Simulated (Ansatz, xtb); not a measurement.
# C5H10O: which of two isomers lies lower

Structure a is `CC(C)CC=O`, a singlet and structure b is `CC[C@@H](C)C=O`, a singlet. Both are isolated molecules in the gas phase, relaxed with PBE-D3(BJ)/def2-SVP, each in the lowest conformer that the search found.

Quicker runs give these differences E(b) − E(a): GFN2-xTB +1.05 kcal/mol; HF/STO-3G +0.01 kcal/mol (at GFN2-xTB geometries); r2SCAN-D4/def2-SVP +0.50 kcal/mol (at GFN2-xTB geometries).

Estimate E(b) − E(a) at the level CCSD(T)/def2-SVP + ΔMP2/def2-TZVPP.

CCSD(T)/def2-SVP + ΔMP2/def2-TZVPP gives E(b) − E(a) = +0.43 kcal/mol, slightly favouring structure a, which is too small a margin to settle the true order.

The same difference at several levels:

```tsv
level	geometry	E(b) − E(a) (kcal/mol)	departure from the last row (kcal/mol)	job, with rough time for the two
GFN2-xTB	GFN2-xTB	+1.05	+0.62	optimisation, 0.36 s
HF/STO-3G	GFN2-xTB	+0.01	−0.42	single point, 1.2 s
r2SCAN-D4/def2-SVP	GFN2-xTB	+0.50	+0.08	single point, 7.8 s
PBE-D3(BJ)/def2-SVP	PBE-D3(BJ)/def2-SVP	+0.58	+0.15	optimisation, 75 s
HF/def2-SVP	PBE-D3(BJ)/def2-SVP	+0.37	−0.06	part of the CCSD(T) run
MP2/def2-SVP	PBE-D3(BJ)/def2-SVP	+0.39	−0.03	part of the CCSD(T) run
CCSD(T)/def2-SVP	PBE-D3(BJ)/def2-SVP	+0.38	−0.04	single point
CCSD(T)/def2-SVP + ΔMP2/def2-TZVPP	PBE-D3(BJ)/def2-SVP	+0.43		single point, 2.7 min
```

As drawn, both hold the same kinds of bond in the same numbers.

The largest departure from CCSD(T)/def2-SVP + ΔMP2/def2-TZVPP is that of GFN2-xTB, 0.62 kcal/mol. The last row adds to CCSD(T) the change of the MP2 difference between the two basis sets, here +0.04 kcal/mol.

With thermal terms from frequencies at re-optimised GFN2-xTB minima (ideal gas, soft modes damped towards free rotors, one conformer each, 298.15 K, 1 atm): on the last row, ΔE + ΔZPE = +0.57, ΔH = +0.63, ΔG = +0.42 kcal/mol.

The correlated steps freeze 6 core orbitals. Mirror images aren't counted in ΔG. Run with Ansatz 0.2.0, xtb 6.7.1; the last row on 2 threads of Intel(R) Xeon(R) Processor @ 2.50GHz (Skylake/Cascade Lake) on a shared host.
